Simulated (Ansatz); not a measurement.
CH5BS (`BSC`), relaxed with RKS PBE0-D4/def2-TZVP in Ansatz 0.2.0 from a PBE-D4/def2-SVP geometry. The force threshold is 0.005 eV/Å; the program also tests the step.

Total charge 0; spin multiplicity 1.

Start:

```xyz
8

B    -0.168   -1.576    0.262
S    -0.762   -0.283   -0.781
C     0.103    1.241   -0.237
H     0.657   -1.367    1.127
H    -0.640   -2.672    0.040
H    -0.651    1.983    0.091
H     0.664    1.658   -1.096
H     0.796    1.016    0.594
```

How much energy does the relaxation release, and in how many steps? (Estimate.)

The calculation gave: 3.46 kJ/mol, in 5 steps.

Which bonds change most? (Estimate.)

Ansatz gave: S2–C3 from 1.834 to 1.809 Å; B1–H5 from 1.213 to 1.193 Å; B1–H4 from 1.214 to 1.194 Å; C3–H6 from 1.108 to 1.090 Å.

Give the relaxed structure. (Best estimate.)

Computed: 
```xyz
8

B    -0.166   -1.556    0.255
S    -0.760   -0.272   -0.774
C     0.099    1.226   -0.235
H     0.646   -1.343    1.104
H    -0.621   -2.639    0.050
H    -0.637    1.960    0.091
H     0.661    1.634   -1.075
H     0.777    0.991    0.584
```
